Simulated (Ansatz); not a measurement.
`C#CC=S`, 6 atoms. Charge 0, multiplicity 1. All runs use 2 threads of an Arm Neoverse V2 on a shared host. Correlated methods freeze the cores. Open-shell runs search over several starts.

(1) How many basis functions does each run have, and how long does it take in Ansatz? RHF-MP2/def2-QZVPP energy; UKS r2SCAN-D4/def2-TZVPP energy of the cation; RKS PBE0-D4/def2-QZVPP energy; UKS B2PLYP (frozen core)/def2-TZVPP energy of the cation; RKS PBE0-D4/def2-TZVP frequencies; RKS SPW92 (LDA)/def2-TZVPP energy; RKS ωB97X-V/def2-TZVPP energy; RKS r2SCAN-D4/def2-TZVPP energy and forces; RHF-CCSD(T)/def2-SVP energy; RKS PBE0-D4/def2-TZVP relaxation (9 steps); RKS ωB97M-V/def2-SVP energy; UKS ωB97X-V/def2-TZVPP energy of the cation. (Estimate.)

Answers

(1) Ansatz gave: Other jobs shared the machine, so times are rough.

```json
{"level": "RKS SPW92 (LDA)/def2-TZVPP", "job": "energy", "functions": "163", "wall time": "0.7 s", "peak host memory (GiB)": "0.15"}
{"level": "RHF-CCSD(T)/def2-SVP", "job": "energy", "functions": "70", "wall time": "1.1 s", "peak host memory (GiB)": "0.35"}
{"level": "RKS r2SCAN-D4/def2-TZVPP", "job": "energy and forces", "functions": "163", "wall time": "2.6 s", "peak host memory (GiB)": "0.17"}
{"level": "RKS ωB97M-V/def2-SVP", "job": "energy", "functions": "70", "wall time": "2.9 s", "peak host memory (GiB)": "0.35"}
{"level": "RKS PBE0-D4/def2-QZVPP", "job": "energy", "functions": "301", "wall time": "3.8 s", "peak host memory (GiB)": "0.73"}
{"level": "RKS ωB97X-V/def2-TZVPP", "job": "energy", "functions": "163", "wall time": "4.4 s", "peak host memory (GiB)": "0.37"}
{"level": "UKS r2SCAN-D4/def2-TZVPP", "job": "energy of the cation", "functions": "163", "wall time": "7.5 s", "peak host memory (GiB)": "0.35"}
{"level": "RHF-MP2/def2-QZVPP", "job": "energy", "functions": "301", "wall time": "9 s", "peak host memory (GiB)": "0.94"}
{"level": "UKS B2PLYP (frozen core)/def2-TZVPP", "job": "energy of the cation", "functions": "163", "wall time": "11 s", "peak host memory (GiB)": "0.44"}
{"level": "UKS ωB97X-V/def2-TZVPP", "job": "energy of the cation", "functions": "163", "wall time": "14 s", "peak host memory (GiB)": "0.49"}
{"level": "RKS PBE0-D4/def2-TZVP", "job": "relaxation (9 steps)", "functions": "142", "wall time": "17 s", "peak host memory (GiB)": "0.26"}
{"level": "RKS PBE0-D4/def2-TZVP", "job": "frequencies", "functions": "142", "wall time": "45 s", "peak host memory (GiB)": "0.35"}
```
